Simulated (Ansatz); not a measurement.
# The cluster FeF3: the relaxed shape and its frontier levels

Aim: characterise the cluster FeF3 as a doublet: its structure, frontier levels and distribution of charge and spin.

Method: UKS PBE0-D4/def2-TZVP; program: Ansatz 0.2.0, Gaussian basis.

Plan: relaxation at PBE-D4/def2-TZVP; a search for the lowest solution at PBE0-D4/def2-SVP; a single point at PBE0-D4/def2-TZVP.

2 further runs of the same task are left out: 1 for a known fault of the program, 1 set aside as unsound or not needed. Runs told in other sessions of the task aren't counted.

### Step 1. Starting geometry

4 atoms, charge 0, spin multiplicity 2.

Atoms are counted from 1 here; the program's logs count them from 0.

Bond lengths: Fe1–F2 1.732 Å, Fe1–F3 1.733 Å, Fe1–F4 1.598 Å. Angles: F2–Fe1–F3 86.1°, F2–Fe1–F4 137.0°, F3–Fe1–F4 136.9°.

No spin-orbit coupling is included.

The start is a GFN2-xTB geometry.

### Step 2. Relaxation at PBE-D4/def2-TZVP

in.yaml reads:

```yaml
crystal:
  periodic: [false, false, false]
  atoms:
    - {symbol: Fe, position_ang: [0.009740, -0.213740, -0.093430]}
    - {symbol: F, position_ang: [-0.345450, 0.473620, 1.455850]}
    - {symbol: F, position_ang: [0.269660, 1.415080, -0.624060]}
    - {symbol: F, position_ang: [0.066050, -1.674960, -0.738360]}
basis:
  gaussian: {orbitals: def2-TZVP}
magnetization: {spin_polarized: true, initial_magnetization: 1}
hamiltonian: {xc: pbe, dispersion: d4}
scf: {lower_state_search: "off"}
output: {orbitals: {seedname: orbitals}}
relax: {f_tol: 0.02, max_steps: 100}
```

Run with:

```
$ ansatz run in.yaml --threads 4 --pin off --events-out ev --progress --plain --max-ram 3916MiB
```

Further steps of the session: Searching for the lowest solution, PBE0-D4/def2-SVP; Single point, PBE0-D4/def2-TZVP.

**Question.** What will the summary of the whole plan be? Wanted: point group; near neighbours of the metal; HOMO, LUMO at PBE0-D4/def2-TZVP; ⟨S²⟩; charge on the metal; spin on the metal; dipole at PBE-D4/def2-TZVP.

The runs gave:

```
                                         quantity                     value
                                      point group                       C2v
                     near neighbours of the metal  F 1.72, F 1.71, F 1.72 Å
HOMO, LUMO at PBE0-D4/def2-TZVP (over both spins)          -10.16, -5.06 eV
                                             ⟨S²⟩                     2.191
charge on the metal (Mulliken, PBE0-D4/def2-TZVP)                   +1.35 e
                     spin on the metal (Mulliken)                      1.04
                       dipole at PBE-D4/def2-TZVP                    0.63 D
```

**Reading.** The molecule keeps its bonding pattern by the stored test; the atoms moved 0.24 Å (rms), and the angle F2–Fe1–F3 went from 86° to 112°. Of 1 unpaired electron, 1.04 sit on the metal by Mulliken's count. No usable vibrations, so a minimum isn't proven. The alpha HOMO lies nearest to Fe1 48 %; F3 33 % and the alpha LUMO to Fe1 76 %; F2, F4 about 9 % each (shares on a coarse grid); over both spins the HOMO of beta spin, not drawn, take the frontier's place. Doubts on the single point: spin contamination. Whether this spin is the lowest isn't tested here.
